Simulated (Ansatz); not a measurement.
We consider zinc-blende HgTe, described by PBE0 (Ansatz, a program for electronic structure, PAW).

Numerical settings: plane-wave cutoff 460 eV, 8×8×8 k mesh, Fermi–Dirac smearing 0.01 eV, scalar-relativistic PAW data made under PBE.

The cell has the measured lattice: a = 6.4530 Å, b = 6.4530 Å, c = 6.4530 Å, α = 90.00°, β = 90.00°, γ = 90.00°.

Predict the band gap.


- band gap = 0.51 eV (on the SCF k mesh)

Note: cell and atoms aren't relaxed at this level (pressure 2.3 GPa).

Spin–orbit coupling is not included; with these elements it can move the gap by several tenths of an eV or more.

The computed numbers hold no vibrational or temperature effects.
